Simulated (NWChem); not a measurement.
Molecule: tetrafluoromethane (CF₄); SMILES FC(F)(F)F

Results from NWChem. Medium grid unless said otherwise, to which SCAN and Minnesota functionals are sensitive. Geometry: optimised at PBE0/def2-SVP. Total energies of different functionals are on different scales.

| level | energy (Ha) | highest occupied level (eV) | orbital gap (eV) |
|---|---|---|---|
| LDA (Slater exchange, VWN5)/def2-TZVPD | -434.8542 | -10.64 | 10.54 |
| PBE/def2-TZVPD | -437.2773 | -10.39 | 10.25 |
| BLYP/def2-TZVPD | -437.6517 | -10.36 | ___ |
| TPSS/def2-TZVPD | -437.7181 | -10.53 | 10.53 |
| r2SCAN/def2-TZVPD | -437.5143 | -10.95 | 11.54 |
| B3LYP/def2-TZVPD | -437.6885 | -12.34 | 12.44 |
| PBE0/def2-TZVPD | -437.2751 | -12.66 | 13.10 |
| M06-2X/def2-TZVPD | -437.5465 | -14.96 | 15.32 |
| CAM-B3LYP/def2-TZVPD | -437.5912 | -14.28 | 15.09 |
| Hartree-Fock/def2-TZVPD | -435.8418 | -18.64 | 20.41 |

Q: Fill in the missing entries.

A: 
- BLYP/def2-TZVPD, orbital gap (eV): 10.10
